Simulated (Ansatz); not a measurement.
**Scan of [CH₃···H···NH], triplet**

Starting geometry:

```yaml
atoms:
  - { symbol: C, position_ang: [-1.1618, 0.0326, 0.0000] }
  - { symbol: H, position_ang: [-1.5250, 1.0599, 0.0000] }
  - { symbol: H, position_ang: [-1.5250, -0.4811, 0.8897] }
  - { symbol: H, position_ang: [-1.5250, -0.4811, -0.8897] }
  - { symbol: H, position_ang: [-0.0722, 0.0326, 0.0000] }
  - { symbol: N, position_ang: [1.2232, 0.0326, 0.0000] }
  - { symbol: H, position_ang: [1.4923, -0.9716, 0.0000] }
```

From there H5 is moved from one fragment to the other while all else, the fragments' distance too, stays fixed; atoms are numbered as listed. Energies are in kJ/mol, counted from the starting geometry at the same level.

Basis cc-pVDZ; Ansatz 0.2.0. Correlated methods freeze the noble-gas cores. R marks a restricted (for open shells ROHF) determinant, U an unrestricted one.

Full CI isn't at hand for all of this; UCCSDT(Q) serves as the reference, and is uncertain by about the last step of the cluster series. The frozen core follows each run's orbitals, which can shift R against U totals by a few meV.

```tsv
distance C1-H5 (Å)	UCCSDT(Q)	error UCCSD	error RCCSD(T)	error BCCD(T)	error RCCSDT	error UCCSDT	error RCCSDT(Q)
1.090	0.0	0.0	0.0	0.0	0.0	0.0	0.0
1.126	1.8	0.6	0.1	0.1	0.1	0.1	0.0
1.199	10.3	1.5	0.2	0.2	0.2	0.2	0.0
1.272	21.2	1.6	0.3	0.3	0.3	0.2	0.0
1.345	34.7	0.9	0.3	0.2	0.2	0.2	0.0
```

Errors are those of relative energies. In total energy the starting point itself misses UCCSDT(Q) by: UCCSD 21.6, RCCSD(T) 3.2, BCCD(T) 3.2, RCCSDT 1.1, UCCSDT 1.0, RCCSDT(Q) 0.1 kJ/mol.

Spread of the error over the points with a reference, to 1.345 Å (largest less smallest): RCCSDT(Q) 0.0, UCCSDT 0.2, RCCSDT 0.3, RCCSD(T) 0.3, BCCD(T) 0.3, UCCSD 1.6 kJ/mol.
